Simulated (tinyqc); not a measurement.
Inside a calculation. Method: UHF in the sto-3g basis, for H2O+, spin multiplicity 2. One step of it, computed by the program tinyqc.

Problem. Orthogonalisation. S = U s U^T; symmetric (Loewdin) form X = U s^(-1/2) U^T, so that X^T S X = 1.

overlap S, lower triangle:
```
,1O 1s,1O 2s,1O 2px,1O 2py,1O 2pz,2H 1s,3H 1s
1O 1s,1.000000
1O 2s,0.236704,1.000000
1O 2px,0.000000,0.000000,1.000000
1O 2py,0.000000,0.000000,0.000000,1.000000
1O 2pz,0.000000,0.000000,0.000000,0.000000,1.000000
2H 1s,0.039669,0.394118,0.000000,0.257860,0.230482,1.000000
3H 1s,0.032756,0.348268,0.000000,-0.234717,0.209897,0.196894,1.000000
```

Give: eigenvalues of S; X.

Solution.

eigenvalues of S: 0.4431  0.5467  0.8804  1.0000  1.1092  1.2624  1.7582

X, lower triangle:
```
,1O 1s,1O 2s,1O 2px,1O 2py,1O 2pz,2H 1s,3H 1s
1O 1s,1.0235
1O 2s,-0.1357,1.1453
1O 2px,0.0000,0.0000,1.0000
1O 2py,-0.0010,0.0118,0.0000,1.0617
1O 2pz,-0.0075,0.0714,0.0000,0.0060,1.0413
2H 1s,0.0193,-0.2295,0.0000,-0.1707,-0.1314,1.1369
3H 1s,0.0170,-0.1889,0.0000,0.1512,-0.1120,-0.0698,1.1054
```
